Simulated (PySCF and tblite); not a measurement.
Results of a calculation; reference values are marked as such.
C2H4F2, numbered as in [F:1][CH2:2][CH2:3][F:4]. The same 2 conformers on PBE0-D3(BJ)/def2-SVP geometries, with only the basis set of the single-point energies changed (functional PBE0, solvent none (gas phase), D3(BJ) where defined; PySCF).

Torsions listed: F1–C2–C3–F4. Of a mirror pair one member is shown.

| conformer | shape | symmetry | dipole D |
| --- | --- | --- | --- |
| 1 | 71° | C2 (pair) | 2.53 |
| 2 | 180° | C2h | 0.00 |

Energies (kcal/mol) above conformer 1 and its weight at 298.15 K (thermal terms from GFN2-xTB):

```csv
basis set,E(2) − E(1),weight of 1 (%)
def2-TZVP,1.11,93
6-31G*,0.42,80
def2-SVP,0.55,83
pcseg-1,0.32,77
6-311G**,0.61,85
def2-SVPD,1.13,93
pcseg-2,?,?
```

Task: What does pcseg-2 give?

Result: E(2) − E(1) = 1.10 kcal/mol, weight of conformer 1 93 %.

Task: How much does the choice of basis set matter?

Result: The widest range is that of E(2) − E(1), which runs from 0.32 (pcseg-1) to 1.13 kcal/mol (def2-SVPD), a spread of 0.81, against RT = 0.59.
